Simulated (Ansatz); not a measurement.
# H4NOSi: the cost of one run

Program: Ansatz 0.2.0. Level of theory: RKS BLYP/6-31G. These are calculated values, not measurements.

### 1 The structure to begin with

Bond lengths: N1–Si2 1.835 Å, Si2–O3 1.697 Å, N1–H4 1.017 Å, N1–H5 1.016 Å, Si2–H6 1.554 Å, O3–H7 0.962 Å. Angles: N1–Si2–O3 100.2°, N1–Si2–H6 94.0°, O3–Si2–H6 101.8°, Si2–N1–H4 110.5°, Si2–N1–H5 109.5°, H4–N1–H5 105.9°, Si2–O3–H7 113.4°.

As a file:

```xyz
7

N    -0.9403    0.0803   -0.4899
Si    0.4082    0.6250    0.6287
O     1.7255   -0.1816   -0.0749
H    -0.8815    0.5658   -1.3812
H    -1.8373    0.3397   -0.0906
H     0.0073   -0.3531    1.7681
H     1.5180   -1.0762   -0.3601
```

### 2 End point A

The input, input.yaml:

```yaml
crystal:
  periodic: [false, false, false]
  atoms:
    - { symbol: "N", position_ang: [-0.94025, 0.08033, -0.48995] }
    - { symbol: Si, position_ang: [0.40815, 0.625, 0.62866] }
    - { symbol: O, position_ang: [1.72549, -0.18157, -0.07488] }
    - { symbol: H, position_ang: [-0.88147, 0.56579, -1.38121] }
    - { symbol: H, position_ang: [-1.83729, 0.33973, -0.09059] }
    - { symbol: H, position_ang: [0.00734, -0.35309, 1.76808] }
    - { symbol: H, position_ang: [1.51804, -1.0762, -0.36011] }
total_charge: -1
basis:
  gaussian: { orbitals: "6-31G" }
hamiltonian:
  xc: blyp
relax:
  f_tol: 0.015
  max_steps: 40
```

Run with:

```
$ ansatz run input.yaml --threads 1 --pin off --max-ram 2048MiB --backend cpu --events-out ev --progress --plain --runs-dir out
```

**Question.** How long does this run take on 1 thread of Arm Neoverse V2, shared host, and how much memory does it need?

About 25 s, with a peak of 0.13 GiB.
